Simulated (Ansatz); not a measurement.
Ansatz (a first-principles code) input file for Si(Cl)4 cation (Cl₄Si), SMILES Cl[Si](Cl)(Cl)Cl (connectivity only; charge and spin as stated), charge +1, multiplicity 2, PBE-D3(BJ)/def2-SVP. 

Ansatz 0.2 input:
```yaml
crystal:
  periodic: [false, false, false]
  atoms:
    - {symbol: Cl, position_ang: [1.17076546, -1.17076545, 1.17076546]}
    - {symbol: Si, position_ang: [0.00000000, 0.00000000, -0.00000000]}
    - {symbol: Cl, position_ang: [-1.17076545, -1.17076545, -1.17076546]}
    - {symbol: Cl, position_ang: [-1.17076546, 1.17076545, 1.17076545]}
    - {symbol: Cl, position_ang: [1.17076545, 1.17076545, -1.17076545]}
basis:
  gaussian:
    orbitals: def2-SVP
hamiltonian:
  xc: pbe
  dispersion: d3bj
total_charge: 1
magnetization: {spin_polarized: true, initial_magnetization: 1}
relax: {f_tol: 0.002, max_steps: 200}
```

Log of the run:

```
WARN ansatz: RAYON_NUM_THREADS=1 ignored (pool sized by the plan → 1); use --threads N
Functional definition: PBE
integrals: 0.04 GiB planned
976 factors; their error is unknown
mean field: 0.29 GiB planned
mean field evaluation 1: about -57918.8966 eV, gradient 1.6e1 eV
mean field evaluation 2: about -57916.2312 eV, gradient 2.4e1 eV
mean field evaluation 4: about -57919.4644 eV, gradient 8.7e0 eV
mean field evaluation 8: about -57919.6647 eV, gradient 7.3e0 eV
mean field evaluation 16: about -57920.0567 eV, gradient 9.7e-5 eV
mean field evaluation 32: about -57920.0567 eV, gradient 2.1e-4 eV
mean field evaluation 64: about -57919.3115 eV, gradient 1.0e-2 eV
mean field evaluation 96: about -57920.0664 eV, gradient 8.2e-1 eV
mean field evaluation 128: about -57919.9687 eV, gradient 6.5e-1 eV
mean field evaluation 160: about -57920.1078 eV, gradient 2.2e-1 eV
mean field -57920.10834926 eV, -2128.5247221757 hartree, gradient 1.1e-5 eV, S^2 0.751166; 12 other end points of the search recorded, 0 dependent functions left out
the calculation of the forces begins
reference -57920.10837508 eV, -2128.5247231247 hartree; 41, 40 occupied and 49, 50 virtual orbitals, 976 factors
WARN: the results are in doubt because the forces break the atoms' symmetry
relax step   1: F+E_penalty+E_count = -57920.34257979 eV  Δ(F+E_penalty+E_count) = +0.000e0 eV  max|allowed force component| = 3.416e-1 eV/Å  Δτ_max = 0.0000 Å  (643 SCF iters, accepted)
these checks for a lower state are left out or cut short: starts, cluster_reference, orbital_swaps, neighbouring_geometries, increment
integrals: 0.04 GiB planned
976 factors; their error is unknown
mean field: 0.29 GiB planned
mean field -57920.14930115 eV, -2128.5262271299 hartree, gradient 1.7e-5 eV, S^2 0.751146; 0 other end points of the search recorded, 0 dependent functions left out
the calculation of the forces begins
reference -57920.14932736 eV, -2128.5262280932 hartree; 41, 40 occupied and 49, 50 virtual orbitals, 976 factors
relax step   2: F+E_penalty+E_count = -57920.38013382 eV  Δ(F+E_penalty+E_count) = -3.755e-2 eV  max|allowed force component| = 7.090e-2 eV/Å  Δτ_max = 0.0806 Å  (34 SCF iters, accepted)
these checks for a lower state are left out or cut short: starts, cluster_reference, orbital_swaps, neighbouring_geometries, increment
integrals: 0.04 GiB planned
976 factors; their error is unknown
mean field: 0.29 GiB planned
mean field evaluation 192: about -57920.2355 eV, gradient 1.0e-3 eV
mean field -57920.15012522 eV, -2128.5262574141 hartree, gradient 1.1e-5 eV, S^2 0.751146; 0 other end points of the search recorded, 0 dependent functions left out
the calculation of the forces begins
reference -57920.15015137 eV, -2128.5262583751 hartree; 41, 40 occupied and 49, 50 virtual orbitals, 976 factors
relax step   3: F+E_penalty+E_count = -57920.38157527 eV  Δ(F+E_penalty+E_count) = -1.441e-3 eV  max|allowed force component| = 5.878e-3 eV/Å  Δτ_max = 0.0088 Å  (32 SCF iters, accepted)
these checks for a lower state are left out or cut short: starts, cluster_reference, orbital_swaps, neighbouring_geometries, increment
integrals: 0.04 GiB planned
976 factors; their error is unknown
mean field: 0.29 GiB planned
mean field -57920.15007998 eV, -2128.5262557513 hartree, gradient 7.5e-6 eV, S^2 0.751146; 0 other end points of the search recorded, 0 dependent functions left out
the calculation of the forces begins
reference -57920.15010612 eV, -2128.5262567121 hartree; 41, 40 occupied and 49, 50 virtual orbitals, 976 factors
relax step   4: F+E_penalty+E_count = -57920.38158545 eV  Δ(F+E_penalty+E_count) = -1.018e-5 eV  max|allowed force component| = 1.284e-4 eV/Å  Δτ_max = 0.0009 Å  (29 SCF iters, accepted)
integrals: 0.04 GiB planned
976 factors; their error is unknown
mean field: 0.29 GiB planned
mean field evaluation 224: about -57920.0758 eV, gradient 2.0e0 eV
mean field evaluation 256: about -57920.1047 eV, gradient 1.9e-1 eV
mean field evaluation 288: about -57919.1555 eV, gradient 2.7e0 eV
mean field -57920.15007998 eV, -2128.5262557513 hartree, gradient 7.5e-6 eV, S^2 0.751146; 13 other end points of the search recorded, 0 dependent functions left out
the calculation of the forces begins
reference -57920.15010612 eV, -2128.5262567121 hartree; 41, 40 occupied and 49, 50 virtual orbitals, 976 factors
Total energy: -57920.38161159 eV, -2128.5347643813 hartree
Atom 0 at     1.127929    -1.211027     1.211027 Å, force     0.000107    -0.000128     0.000128 eV/Å
Atom 1 at    -0.000000     0.000000    -0.000000 Å, force    -0.000000    -0.000001     0.000000 eV/Å
Atom 2 at    -1.127929    -1.211027    -1.211027 Å, force    -0.000107    -0.000128    -0.000128 eV/Å
Atom 3 at    -1.127929     1.211027     1.211027 Å, force    -0.000107     0.000128     0.000128 eV/Å
Atom 4 at     1.127929     1.211027    -1.211027 Å, force     0.000107     0.000128    -0.000128 eV/Å
Dipole moment:     0.000000     0.000000    -0.000000 e Å
```

The calculation finished and met its thresholds.
